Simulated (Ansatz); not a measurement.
# CH5AlO: the cost of one run

Program: Ansatz 0.2.0. Level of theory: RKS r2SCANh-D4/def2-SVP. These are calculated values, not measurements.

### 1 The system as given

Bond lengths: Al1–O3 1.610 Å, Al1–H4 1.714 Å, Al1–C5 1.986 Å, C5–H6 1.095 Å, C5–H7 1.096 Å, C5–H8 1.093 Å. Angles: O3–Al1–H4 45.3°, O3–Al1–C5 161.4°, H4–Al1–C5 153.3°, Al1–C5–H6 111.2°, Al1–C5–H7 109.2°, Al1–C5–H8 113.9°, H6–C5–H7 106.9°, H6–C5–H8 107.4°, H7–C5–H8 108.0°.

Structure file:

```xyz
8

Al   -0.0893   -0.5769   -0.3147
H    -0.4215   -0.0222   -2.2097
O    -0.3101   -1.9520   -1.1234
H    -0.4205   -0.9753   -1.9482
C     0.2559    0.7013    1.1650
H     1.3219    0.7457    1.4094
H    -0.2632    0.3574    2.0675
H    -0.0733    1.7220    0.9540
```

### 2 Pulling towards end A

Springs on the bonds that form and break draw the guess towards this end; the thresholds are loose.

Contents of input.yaml:

```yaml
crystal:
  periodic: [false, false, false]
  atoms:
    - { symbol: Al, position_ang: [-0.0893, -0.5769, -0.3147] }
    - { symbol: H, position_ang: [-0.4215, -0.0222, -2.2097] }
    - { symbol: O, position_ang: [-0.3101, -1.952, -1.1234] }
    - { symbol: H, position_ang: [-0.4205, -0.9753, -1.9482] }
    - { symbol: C, position_ang: [0.2559, 0.7013, 1.165] }
    - { symbol: H, position_ang: [1.3219, 0.7457, 1.4094] }
    - { symbol: H, position_ang: [-0.2632, 0.3574, 2.0675] }
    - { symbol: H, position_ang: [-0.0733, 1.722, 0.954] }
basis:
  gaussian: { orbitals: def2-SVP }
hamiltonian:
  xc: r2scanh
  dispersion: d4
relax:
  f_tol: 0.15
  max_steps: 25
  restrain:
    - { distance: [3, 1], at: 1.92, k: 30.0 }
    - { distance: [0, 1], at: 1.52, k: 30.0 }
    - { distance: [3, 2], at: 0.97, k: 30.0 }
```

On the command line:

```
ansatz run input.yaml --threads 2 --pin off --max-ram 3072MiB --backend cpu --events-out ev --progress --plain --runs-dir out
```

**Question.** How long does this run take on 2 threads of INTEL XEON PLATINUM 8581C at 2.10GHz (Emerald Rapids), shared host, and how much memory does it need?

About 8.7 s, with a peak of 0.18 GiB.
